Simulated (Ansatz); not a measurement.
Energy needed to pull apart CH3BS (SMILES CB=S), closed shell, into free ground-state atoms, from the structure below (displaced at random from a GFN2-xTB minimum); no zero-point or spin–orbit terms; open-shell atoms are treated unrestricted, in their ground-state multiplicity.

C1  (-0.288, 0.402, -0.127)
B2  (0.530, -0.729, 0.417)
S3  (1.424, -1.894, 1.062)
H4  (-1.157, 0.845, 0.428)
H5  (0.349, 1.274, -0.620)
H6  (-0.779, 0.101, -1.161)
(Å)

Ansatz 0.2.0; basis: def2-TZVPP; cores frozen in the correlated methods.

| method | atomization energy (eV) |
| --- | --- |
| PBE-D4 | 24.51 |
| r2SCAN-D4 | 24.13 |
| PBE0-D4 | ? |
| r2SCANh-D4 | 23.97 |
| BHLYP-D4 | 23.20 |
| wB97M-V | 23.99 |
| HF | ? |
| MP2 | 23.67 |
| CCSD | 22.75 |
| CCSD(T) | 23.18 |

**Question.** What does PBE0-D4 give? (Judge from chemistry; the value comes from the calculation.)

**Answer.** By the calculation: 24.06 eV, which is about 0.89 eV more than CCSD(T)/def2-TZVPP.

**Question.** What does HF give? (Judge from chemistry; the value comes from the calculation.)

**Answer.** The calculation gives: 17.91 eV, which is about 5.27 eV less than CCSD(T)/def2-TZVPP.

In triple zeta the MP2 and coupled-cluster atomization energies are still short of their basis limit by a few kcal/mol a bond, whereas those of the functionals are nearly converged, so these differences are not deviations from converged CCSD(T).

No T1 diagnostic of these runs exceeds 0.016.

For scale, one of the runs: CCSD(T)/def2-TZVPP forces, 146 basis functions (an equivalent command: `ansatz run in.yaml --threads 4`). The run took 26 s on 4 CPU threads (shared host), with 1.6 GiB of host memory at its peak.
